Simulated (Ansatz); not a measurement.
Geometry optimisation, RKS B3LYP-D4/def2-mTZVP (Ansatz 0.2.0).

The input (input.yaml):

```yaml
crystal:
  periodic: [false, false, false]
  atoms:
    - { symbol: Si, position_ang: [-0.565491, -1.203897, -0.287717] }
    - { symbol: H, position_ang: [0.559121, -1.059332, -1.180539] }
    - { symbol: H, position_ang: [-1.1017, -2.583967, -0.422838] }
    - { symbol: H, position_ang: [-1.63712, -0.267946, -0.70156] }
    - { symbol: C, position_ang: [-0.043324, -0.923794, 1.501779] }
    - { symbol: H, position_ang: [1.048633, 0.785326, -0.898847] }
    - { symbol: C, position_ang: [0.520648, 1.726087, -0.905223] }
    - { symbol: H, position_ang: [-0.891538, -1.041381, 2.17905] }
    - { symbol: H, position_ang: [0.713773, -1.653141, 1.797497] }
    - { symbol: H, position_ang: [0.374229, 0.070643, 1.660005] }
    - { symbol: H, position_ang: [-0.139298, 1.806306, -0.044176] }
    - { symbol: H, position_ang: [1.233538, 2.550578, -0.880249] }
    - { symbol: H, position_ang: [-0.071471, 1.794319, -1.817082] }
basis:
  gaussian: { orbitals: def2-mTZVP }
hamiltonian:
  xc: b3lyp
  dispersion: d4
relax:
  f_tol: 0.03
  max_steps: 50
```

Launched with:

```bash
$ ansatz run input.yaml --threads 2 --pin off --max-ram 3072MiB --backend cpu --events-out ev --progress --plain --runs-dir out
```

**Question.** Where does it end, and by what steps?

**Answer.** The run converged. The force dipped under the threshold on the way, but the program's further checks kept it going. After 13 steps the energy has fallen by 0.202 eV; H6 moved furthest, 0.75 Å.

| step | energy less start (eV) | largest force component (eV/Å) | accepted |
| --- | --- | --- | --- |
| 0 | 0.0000 | 0.702 | yes |
| 1 | -0.1494 | 0.195 | yes |
| 2 | -0.1899 | 0.110 | yes |
| 3 | -0.1512 | 1.054 | no |
| 4 | -0.1943 | 0.048 | yes |
| 5 | -0.1984 | 0.064 | yes |
| 6 | -0.1998 | 0.042 | yes |
| 7 | -0.2002 | 0.030 | yes |
| 8 | -0.2005 | 0.032 | yes |
| 9 | -0.2007 | 0.051 | yes |
| 10 | -0.2009 | 0.043 | yes |
| 11 | -0.2012 | 0.046 | yes |
| 12 | -0.2014 | 0.017 | yes |
| 13 | -0.2015 | 0.020 | yes |

```xyz
13
Properties=species:S:1:pos:R:3
Si -0.710 -1.522 -0.246
H 0.407 -1.546 -1.223
H -1.337 -2.868 -0.229
H -1.722 -0.546 -0.721
C -0.087 -1.061 1.470
H 1.465 1.377 -0.710
C 0.664 2.088 -0.908
H -0.904 -1.038 2.193
H 0.652 -1.782 1.828
H 0.384 -0.077 1.468
H 0.059 2.216 -0.011
H 1.093 3.047 -1.195
H 0.037 1.712 -1.716
```

Whether the end is a true minimum wasn't checked by a vibrational analysis.

Run time: 25 s on 2 threads of Intel(R) Xeon(R) 6975P-C (Granite Rapids), on a shared host, peak memory 0.19 GiB.
